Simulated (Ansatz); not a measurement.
# CO, singlet: reading a ladder of total energies

Geometry: MP2(full)/6-31G*, from the G2/97 set.

```yaml
atoms:
  - { symbol: O, position_ang: [0.0000, 0.0000, 0.0000] }
  - { symbol: C, position_ang: [0.0000, 0.0000, 1.1503] }
```

Basis cc-pVQZ; Ansatz 0.2.0. Correlated methods freeze the noble-gas cores, which leaves 10 electrons in 108 orbitals. R marks a restricted (for open shells ROHF) determinant.

Full CI isn't at hand for all of this; RCCSDT(Q) serves as the reference, and is uncertain by about the last step of the cluster series.

Runs differ by some tens of microhartree through their thresholds, so steps under 0.03 kcal/mol mean nothing.

| level | total energy (hartree) |
| --- | --- |
| RHF | -112.784895 |
| RMP2 | -113.169399 |
| RCCSD | -113.167936 |
| RCCSD(T) | -113.187161 |
| RCCSDT | -113.187146 |
| RCCSDT(Q) | -113.188454 |

Question: What is the correlation energy at RCCSDT(Q), and what share of it do RMP2 and RCCSDT recover?

Answer: E(corr) = -113.188454 − (-112.784895) = -0.403559 hartree = -10.981 eV. RMP2: -0.384504 / -0.403559 = 95.28 %. RCCSDT: -0.402251 / -0.403559 = 99.68 %.

Question: By how many kcal/mol does RCCSD(T) miss RCCSDT(Q) (1 hartree = 627.509 kcal/mol), and which steps make up the rest?

Answer: -113.187161 − (-113.188454) = 0.001293 hartree = 0.81 kcal/mol. Steps: RCCSDT − RCCSD(T) = 0.01, RCCSDT(Q) − RCCSDT = -0.82 kcal/mol. Differences between like states or geometries often cancel part of this.
